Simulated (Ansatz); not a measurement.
Relaxation of ClFH$_{4}$Si (7 atoms, charge 0, multiplicity 1), to a largest force component of 0.03 eV/Å in at most 50 steps.

These are results of RKS PBE-D4/def2-SVP (Ansatz 0.2.0), not measurements.

```xyz
7
Properties=species:S:1:pos:R:3:forces:R:3
Si -0.487 -0.236 -0.288 -0.54 -0.20 0.12
H 0.221 0.764 2.081 1.80 0.61 -0.17
H 0.658 -0.953 0.346 -0.01 -0.01 -0.01
H -0.310 1.241 -0.422 0.00 -0.02 0.01
F -0.691 -0.855 -1.785 0.00 0.02 0.03
Cl -2.252 -0.628 0.798 0.36 0.02 -0.41
H -0.459 0.562 2.216 -1.61 -0.43 0.44
```

Task: Where does it end, and by what steps?

Result: The forces met the threshold. The force dipped under the threshold on the way, but the program's further checks kept it going. After 8 steps the energy has fallen by 0.146 eV; H2 moved furthest, 0.61 Å.

```csv
step,energy less start (eV),largest force component (eV/Å),accepted
0,0.0000,1.796,yes
1,-0.1131,0.187,yes
2,-0.1395,0.166,yes
3,-0.1216,0.791,no
4,-0.1419,0.035,yes
5,-0.1447,0.022,yes
6,-0.1455,0.061,yes
7,-0.1457,0.036,yes
8,-0.1458,0.014,yes
```

```xyz
7
Properties=species:S:1:pos:R:3
Si -0.544 -0.328 -0.468
H 0.339 1.031 2.615
H 0.598 -1.059 0.160
H -0.341 1.150 -0.556
F -0.752 -0.907 -1.979
Cl -2.261 -0.706 0.621
H -0.359 0.714 2.552
```

Whether the end is a true minimum wasn't checked by a vibrational analysis.

The run took 17 s on 1 thread of Arm Neoverse V1 (shared host), peak memory 0.13 GiB.
